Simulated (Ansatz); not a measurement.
System: CH3, net charge 0, doublet state. 
Coordinates optimised at B3LYP-D3(BJ)/def2-TZVP (Ansatz, an electronic-structure program):
```xyz
4

C      0.0000     0.0000     0.0000
H      0.0036     1.0786    -0.0270
H      0.9326    -0.5425     0.0110
H     -0.9362    -0.5361     0.0160
```
Charge 0, spin multiplicity 2.

Quantity: vertical ionisation energy (to the singlet state of charge +1; each state is the SCF solution reached for its spin; the molecule has degenerate orbitals, so one determinant may break the symmetry), in eV. Valence correlation only, unless marked. UHF or UKS for open shells. No spin-orbit coupling. No relativistic terms. CBS(X,Y): correlation extrapolated as X^-3; Hartree-Fock from the larger set.

| level | program | vertical ionisation energy (eV) |
|---|---|---|
| SVWN5/def2-TZVPD | Ansatz | ? |
| PBE/def2-TZVPD | Ansatz | ? |
| r2SCAN/def2-TZVPD | Ansatz | ? |
| wB97M-V/def2-TZVPD | Ansatz | 9.70 |
| B2PLYP/def2-TZVPD | Ansatz | 9.76 |
| SCS-MP2/aug-cc-pVQZ | Ansatz | 9.59 |
| CCSD/def2-SVPD | Ansatz | ? |
| CCSD/def2-TZVPPD | Ansatz | 9.69 |
| CCSD(T)/CBS(aug-cc-pVTZ,aug-cc-pVQZ) | Ansatz | 9.78 |

**Question.** Complete the blanks.

**Answer.** 
- SVWN5/def2-TZVPD, vertical ionisation energy (eV): 10.09
- PBE/def2-TZVPD, vertical ionisation energy (eV): 10.02
- r2SCAN/def2-TZVPD, vertical ionisation energy (eV): 10.12
- CCSD/def2-SVPD, vertical ionisation energy (eV): 9.63
